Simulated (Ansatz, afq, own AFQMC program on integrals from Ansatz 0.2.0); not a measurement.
# Where AFQMC and coupled cluster stand for CH3Ge⁺, singlet

```yaml
atoms:
  - { symbol: Ge, position_ang: [0.0000, 0.0000, 0.3544] }
  - { symbol: C, position_ang: [0.0103, 0.0000, -1.6349] }
  - { symbol: H, position_ang: [-1.0513, 0.0000, -1.9236] }
  - { symbol: H, position_ang: [0.4627, 0.8945, -2.0693] }
  - { symbol: H, position_ang: [0.4627, -0.8945, -2.0693] }
```

Connectivity, by distances: Ge–CH3.

Basis cc-pVDZ. Noble-gas cores (and the filled d shells of Ga–Kr and In–Xe) are frozen. AFQMC by an in-house program on the Cholesky factors that Ansatz 0.2.0 writes for its CCSD(T) run. The CISD trial takes its coefficients from CCSD amplitudes. Released means that phaseless walkers are propagated on without the constraint, phases kept. Free AFQMC starts from the CCSD state and is never constrained. Its projection time is finite, and what remains of the start isn't in its error. Uncertainties: one standard error, sampling alone. No spin–orbit coupling.

Determinant: RHF, the one that the program's search chose, which needn't be the lowest solution. The geometry is a PBE0/def2-TZVP stationary point of this or a neighbouring charge and spin state.

No full CI on the walks' own integrals is used here; CCSDT(Q) serves as the reference and is uncertain by about the last step of the cluster series.

Cautions: no relativity below Rb; no spin-orbit coupling; inner d shell frozen.

The T1 diagnostic is 0.0128. The weight of the determinant in the CISD state is 0.882 and the size of the correlated space is 10 electrons in 41 orbitals.

Reference: CCSDT(Q), correlation energy -6.493 eV. The released energy is read at 2.40 1/Eh (meV from the phaseless value at times in 1/Eh: -30 ± 14 at 0.24, -32 ± 15 at 0.51, -11 ± 11 at 0.99, -7 ± 17 at 1.62, -12 ± 16 at 2.40).

```tsv
level	E − E(reference) (meV)	share of correlation (%)
HF	6493.4	0.00
MP2	1077.0	83.41
CCSD	199.4	96.93
CCSD(T)	29.4	99.55
CCSDT	10.3	99.84
ph-AFQMC/HF	47.0 ± 40.8	99.28
ph-AFQMC/CISD	15.9 ± 10.2	99.75
released AFQMC	3.8 ± 16.1	99.94
free AFQMC	-4.3 ± 13.7	100.07
```

Free projections are given only where their last times agree within the noise and don't stop above the reference; a slow remainder of the start can still hide under it. A walk keeps the symmetry of its determinant, which the program's search chose and which needn't be the lowest solution, so a lower state of the same spin and another symmetry isn't excluded. Released energies are given only where the last usable release times agree within the noise; a slower fall can still hide under it.
